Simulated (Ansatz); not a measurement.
**CH7NSi: a ladder of functionals and wavefunction methods**

The task here is to estimate one member of a computed series from the others.

The runs use Ansatz 0.2.0, Gaussian basis; functionals in def2-TZVPP, the program's frozen cores in correlated methods.

The runs, in order: LDA (SPW92), PBE-D4, revPBE-D4, BLYP-D4, r2SCAN-D4, B97M-V, PBE0-D4, B3LYP-D4, r2SCANh-D4, r2SCAN0-D4, HSE06-D4, BHLYP-D4, CAM-B3LYP-D4, LC-ωPBE, ωB97X-V, ωB97M-V, B2PLYP, PBE-QIDH; CCSD(T)/def2-SVP; CCSD(T)/def2-TZVPP; MP2/def2-QZVPP; extrapolation to the limit; RPA on PBE.

## The geometry

All runs share one geometry, relaxed beforehand with PBE0-D4 in a triple-zeta def2 set.

10 atoms, charge 0, spin multiplicity 1.

Atoms are counted from 1 here; the program's logs count them from 0.

Bond lengths: N1–C2 1.458 Å, N1–H4 1.012 Å, N1–H5 1.012 Å, C2–Si3 1.883 Å, C2–H6 1.095 Å, C2–H7 1.102 Å, Si3–H8 1.490 Å, Si3–H9 1.485 Å, Si3–H10 1.489 Å. Angles: C2–N1–H4 110.9°, C2–N1–H5 111.3°, H4–N1–H5 107.1°, N1–C2–Si3 110.1°, N1–C2–H6 108.8°, N1–C2–H7 115.0°, Si3–C2–H6 107.0°, Si3–C2–H7 109.4°, H6–C2–H7 106.2°, C2–Si3–H8 109.4°, C2–Si3–H9 111.0°, C2–Si3–H10 110.0°, H8–Si3–H9 108.6°, H8–Si3–H10 108.5°, H9–Si3–H10 109.3°.

The first run:

in.yaml

```yaml
crystal:
  periodic: [false, false, false]
  atoms:
    - {symbol: N, position_ang: [-1.304451, 0.523252, -0.537141]}
    - {symbol: C, position_ang: [0.143619, 0.583329, -0.376313]}
    - {symbol: Si, position_ang: [0.717243, -0.746708, 0.827504]}
    - {symbol: H, position_ang: [-1.586760, -0.361350, -0.939366]}
    - {symbol: H, position_ang: [-1.636303, 1.251546, -1.156883]}
    - {symbol: H, position_ang: [0.409640, 1.550304, 0.064318]}
    - {symbol: H, position_ang: [0.719706, 0.502924, -1.312094]}
    - {symbol: H, position_ang: [0.237295, -2.077478, 0.358747]}
    - {symbol: H, position_ang: [0.178303, -0.501442, 2.189645]}
    - {symbol: H, position_ang: [2.204708, -0.775377, 0.884482]}
basis:
  gaussian: {orbitals: def2-TZVPP}
hamiltonian: {xc: lda}
output: {orbitals: {seedname: orbitals}}
```

Run with:

```
> ansatz run in.yaml --threads 2 --pin off --events-out ev --progress --plain --max-ram 4352MiB
```

Steps of the session up to this table: LDA; PBE-D4 (GGA); revPBE-D4 (GGA); BLYP-D4 (GGA); r2SCAN-D4 (meta-GGA); B97M-V (meta-GGA); B3LYP-D4 (hybrid); r2SCANh-D4 (hybrid); r2SCAN0-D4 (hybrid); HSE06-D4 (hybrid); BHLYP-D4 (hybrid); CAM-B3LYP-D4 (range-separated); LC-ωPBE (range-separated); ωB97X-V (range-separated); ωB97M-V (range-separated); B2PLYP (double hybrid); PBE-QIDH (double hybrid).

One of the session's tables, all rows but one given; the rest of the session is left out.

It belongs to the step «Orbital energies across the functionals». 

```
  functional  HOMO (eV)  LUMO (eV)  gap (eV)
 LDA (SPW92)      -5.59      -0.38      5.20
      PBE-D4      -5.49      -0.20      5.29
   revPBE-D4      -5.45      -0.11      5.33
     BLYP-D4      -5.39      -0.16      5.24
   r2SCAN-D4      -5.79       0.37      6.16
      B97M-V      -6.00      -0.07      5.93
     PBE0-D4      -6.96       0.62      7.58
    B3LYP-D4          ?          ?         ?
  r2SCANh-D4      -6.34       0.62      6.96
  r2SCAN0-D4      -7.17       0.98      8.16
    HSE06-D4      -6.55       0.25      6.80
    BHLYP-D4      -8.37       1.30      9.67
CAM-B3LYP-D4      -8.41       1.45      9.86
     LC-ωPBE      -9.79       2.68     12.48
     ωB97X-V      -9.45       2.51     11.96
     ωB97M-V      -9.36       2.10     11.46
```

Estimate the missing values for B3LYP-D4.

Worked estimate for «HOMO (eV)». Against the share of exact exchange, BLYP-D4 (0, -5.39), BHLYP-D4 (0.5, -8.37) give a slope of -5.96 per unit share; at 0.2 the line stands at -6.58.

The run gave: HOMO (eV): -6.73; LUMO (eV): 0.33; gap (eV): 7.06. In «HOMO (eV)» the line misses by +0.15.
